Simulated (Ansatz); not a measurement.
# How far each method lies from full CI for H2Si–B, quartet

Geometry: that of the H2Si–B, doublet, kept fixed. The doublet lies 1.3 eV lower here.

```xyz
4

Si   -0.0850    0.0000    0.4943
B     0.0885    0.0000   -1.4519
H     0.7098   -1.2068    0.8997
H     0.7098    1.2068    0.8997
```

Basis 6-31G; Ansatz 0.2.0. Correlated methods freeze the noble-gas cores, which leaves 9 electrons in 20 orbitals. Prefix R: restricted or restricted open-shell reference; prefix U: unrestricted. Active spaces: valence = (9e, 10o) chosen from the atoms' valence shells.

Full CI is exact within this basis and frozen core; it isn't the basis-set limit. The frozen core follows each run's orbitals, which can shift R against U totals by a few meV.

For open shells CISD and CISDTQ are restricted-active-space CI with the open shells as a complete middle space.

```
UHF ⟨S²⟩                          : 3.755
T1 diagnostic (RCCSD)             : 0.0270
largest doubles amplitude (RCCSD) : 0.057
T1 diagnostic (UCCSD)             : 0.0236
```

```csv
level,E − E(full CI) (kcal/mol),share of correlation (%),wall time
RHF,57.99,0.00,–
UHF,57.17,1.41,–
RMP2,18.30,68.44,–
UMP2,18.14,68.72,–
CISD,3.94,93.20,0.92 s
RCCSD,1.64,97.18,–
UCCSD,1.62,97.20,–
RCCSD(T),0.52,99.11,1.8 s
UCCSD(T),0.51,99.12,1.4 s
BCCD(T),0.53,99.09,1.6 s
RCCSDT,0.06,99.90,–
UCCSDT,0.05,99.91,–
CISDTQ,0.09,99.84,24 s (H100)
RCCSDT(Q),0.01,99.98,4.8 s
UCCSDT(Q),0.00,99.99,4.2 s
RCCSDTQ,0.00,100.00,24 s (H100)
UCCSDTQ,-0.01,100.01,30 s (H100)
CASSCF (valence space),19.37,66.60,–
NEVPT2 (valence space),5.46,90.58,2.7 s
NEVPT4(SD) (valence space),0.92,98.41,6 s
MRCISD (valence space),0.67,98.84,–
MRCISD+Q (valence space),0.26,99.55,6 s
```

The correlation energy at full CI, counted from RHF, is -2.515 eV. That run took 17 s on 2 threads of AMD EPYC 7R13 with a shared H100 80 GB, shared host over 22,093,168 determinants.

Times hold each run's SCF and search for its determinant on a shared host, so for small cases they say little of a method's own cost; rows without a card ran on 1 thread of AMD EPYC 7R13.

The full-CI state has the irrep A'' of Cs, in the program's axes.

Natural occupations of full CI about the gap: 1.972 1.958 1.945 0.994 0.993 0.990 0.041 0.029 0.025 0.022; effectively unpaired electrons, Σ n²(2−n)², 3.04.
